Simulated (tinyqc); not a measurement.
Worked calculation: UHF in the sto-3g basis, for OH+, spin multiplicity 3. One step of it, computed by the program tinyqc.

Problem. Iteration 3: DIIS coefficients. Solve [B -1; -1 0][c; lambda] = [0; -1] for the coefficients, which sum to one.

B (overlaps of the stored error matrices):
$$\begin{pmatrix}
1.8152723e-01 & 1.0780392e-01 & 3.5558048e-03 \\
1.0780392e-01 & 7.0135051e-02 & 4.4016807e-03 \\
3.5558048e-03 & 4.4016807e-03 & 2.0029659e-03
\end{pmatrix}$$

Give: DIIS coefficients.

Solution.

DIIS coefficients: [0.182, -0.331, 1.149]
